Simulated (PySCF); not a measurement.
Isomers of C5H7F. Method used: PySCF 2.14.0, density-fitted response routines, TDDFT PBE0/def2-SVPD, vertical, gas phase, core orbitals frozen in the response. Geometries: GFN2-xTB; one conformer of each isolated species. Triplets are in the Tamm–Dancoff approximation.

Problem. Rank by computed lowest singlet excitation energy, lowest first.
A. `C=C/C=C(\C)F`
B. `[C@@H](C1=CC1)(C)F`
C. `F[C@H]1C=CCC1`
D. `C=CC/C=C/F`
E. `C[C@H]1C=C(F)C1`

Solution. A (5.73 eV), B (6.15 eV), D (6.34 eV), E (6.87 eV), C (7.03 eV).

```csv
SMILES,S1 (eV),first f ≥ 0.01 (nm),T1 (eV),LUMO (eV),f (S1),α (au),S1 mainly
C=C/C=C(\C)F,5.73,216,3.14,-0.70,0.724,68.2,H→L (96%)
C[C@H](F)C1=CC1,6.15,201,3.94,-0.32,0.099,58.7,H→L (83%)
C=CC/C=C/F,6.34,195,4.34,-0.10,0.096,62.3,H→L (85%)
C[C@H]1C=C(F)C1,6.87,181,4.49,0.48,0.030,57.5,H→L+1 (64%)
F[C@H]1C=CCC1,7.03,176,4.40,0.06,0.172,56.6,H→L (78%)
```

H and L stand for HOMO and LUMO.

- `C=C/C=C(\C)F`: Löwdin shares by element: HOMO carbon 80% or more (atoms not listed hold the other 20%); LUMO carbon 78% or more (atoms not listed hold the other 22%).
- `C[C@H](F)C1=CC1`: Löwdin shares by element: HOMO carbon 75% or more, hydrogen 8% or more (atoms not listed hold the other 17%); LUMO carbon 73% or more, hydrogen 7% or more (atoms not listed hold the other 19%).
- `C=CC/C=C/F`: Löwdin shares by element: HOMO carbon 67% or more, fluorine 14% (atoms not listed hold the other 19%); LUMO carbon 71% or more (atoms not listed hold the other 29%).
- `C[C@H]1C=C(F)C1`: Löwdin shares by element: HOMO carbon 70% or more, fluorine 11% (atoms not listed hold the other 19%); LUMO carbon 61% or more, hydrogen 7% or more (atoms not listed hold the other 32%).
- `F[C@H]1C=CCC1`: Löwdin shares by element: HOMO carbon 80% or more (atoms not listed hold the other 20%); LUMO carbon 77% or more (atoms not listed hold the other 23%).
